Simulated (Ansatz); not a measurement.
**VI₃ (P6_3/mmc)**

Level of theory: Ansatz, DFT PBEsol, scalar-relativistic, plane waves, PAW.

Cutoff 420 eV; k points 6×6×10 on the computed 8-atom cell (Γ-centred); Gaussian smearing, width 0.10 eV; collinear spin from starting moments 2.13 2.13 0 0 0 0 0 0 μB.

The structure is relaxed at this level of theory with its symmetry kept. Whether it is the stable form of this composition wasn't checked.

```yaml
crystal:
  lattice:
    - [10.19786, 0.00000, 0.00000]
    - [-5.09893, 8.83160, 0.00000]
    - [0.00000, 0.00000, 3.60144]
  atoms:
    - { symbol: V, position: [0.33333, 0.66667, 0.75000] }
    - { symbol: V, position: [0.66667, 0.33333, 0.25000] }
    - { symbol: I, position: [0.21639, 0.43279, 0.25000] }
    - { symbol: I, position: [0.56721, 0.78361, 0.25000] }
    - { symbol: I, position: [0.21639, 0.78361, 0.25000] }
    - { symbol: I, position: [0.78361, 0.56721, 0.75000] }
    - { symbol: I, position: [0.43279, 0.21639, 0.75000] }
    - { symbol: I, position: [0.78361, 0.21639, 0.75000] }
```

```json
{
  "Space group": "P6_3/mmc (No. 194)",
  "Volume per atom": "40.54 Å³",
  "Formation energy from the elements' standard states (uncorrected)": "-0.325 eV/atom",
  "Kohn–Sham band gap": "none (metal)",
  "Density of states at the Fermi level": "7.03 states/eV per cell",
  "Löwdin character within 0.5 eV of the Fermi level": "V 3d 75 %, I 5p 22 %",
  "Bader charges (e)": "V (2 in the cell) 1.20, I (6 in the cell) -0.40",
  "Total moment": "4.00 μB per cell",
  "Site moments (μB; atoms counted from 1 over the whole cell)": "V (atom 1) 1.94, V (atom 2) 1.94, I (atom 3) -0.06, I (atom 4) -0.06, I (atom 5) -0.06, I (atom 6) -0.06, I (atom 7) -0.06, I (atom 8) -0.06"
}
```

Spin-orbit coupling is left out, which matters for the bands of heavy elements. Moments started parallel, and an antiferromagnetic order may lie lower. The cell holds chains, and where no dispersion correction was added their binding is poorly described.

Only this magnetic start was tried.

Cost: 1 run of about 5.6 core-minutes, on Intel Xeon 6975P-C (Granite Rapids) (shared hosts).